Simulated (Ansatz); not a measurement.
Task: Name a neutral molecule of C, F, O and H with LUMO energy (PBE/def2-TZVPP) between -0.20 and 0.10 eV and LUMO energy (ωB97M-V/def2-TZVPP) between 2.45 and 2.75 eV (Ansatz, PBE0-D4/def2-TZVP geometry).

Result: `OC(O)CF` (0.03 eV, 2.46 eV); `O/C=C\F` (-0.12 eV, 2.63 eV); `CC/C(O)=C/F` (-0.03 eV, 2.52 eV); `CC/C=C(/O)F` (0.06 eV, 2.49 eV); `OC(F)CF` (0.03 eV, 2.70 eV). Other molecules can fit too; these were computed, each in one conformer that needn't be the lowest.
